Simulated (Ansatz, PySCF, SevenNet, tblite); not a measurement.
How well does each level of theory give the lattice constant a of zinc-blende AlP?

Reference value: 5.451 Å (measured, static lattice: zero-point anharmonic expansion removed; as tabulated in Mejia-Rodriguez and Trickey (2018), arXiv:1807.09216).

```json
[
 {"level (code)": "IPEA1-xTB (tblite)", "value (Å)": "5.480"},
 {"level (code)": "SevenNet-0", "value (Å)": "5.504"},
 {"level (code)": "PBE (Ansatz)", "value (Å)": "[?]"},
 {"level (code)": "PBE-D3(BJ) (Ansatz)", "value (Å)": "5.452"},
 {"level (code)": "LC-ωPBE (Ansatz)", "value (Å)": "5.430"},
 {"level (code)": "Hartree–Fock (Ansatz)", "value (Å)": "5.538"},
 {"level (code)": "CCSD(T) (PySCF)", "value (Å)": "[?]"}
]
```

Problem. Some entries are withheld; supply them.

Solution. 
- PBE (Ansatz, an electronic-structure program), value (Å): 5.508
- CCSD(T) (PySCF), value (Å): 5.465 ± 0.02

Errors against the reference: IPEA1-xTB +0.53 %, SevenNet-0 +0.97 %, PBE +1.05 %, PBE-D3(BJ) +0.02 %, LC-ωPBE -0.39 %, Hartree–Fock +1.60 %, CCSD(T) +0.26 %.

Leaving aside IPEA1-xTB (doubt noted below): Once the reference is moved by up to 0.10 % (a margin picked here for doubts on the reference and the settings) and values within 0.10 % count as equal, the nearest can be PBE-D3(BJ) (+0.02 %) or CCSD(T) (+0.26 %). Farthest off among them: Hartree–Fock (+1.60 %). Within 0.5 %: PBE-D3(BJ), LC-ωPBE, CCSD(T).

A ± on a computed value is a rough bar: the spread of its extrapolation, a floor set from checks against published values, or a statistical error. IPEA1-xTB: this parameter set was refitted to ionisation energies, not structures. IPEA1-xTB: the run uses a supercell at the zone centre in place of a k mesh. Cutoffs and k meshes differ between the levels. Ansatz's density-functional and Hartree–Fock values are scalar-relativistic unless marked +SOC, with PAW data made under PBE.

Machine-learned potentials (SevenNet-0) are trained on DFT data: a solid inside that data is no test of them.

Differences are worked out from the printed values.
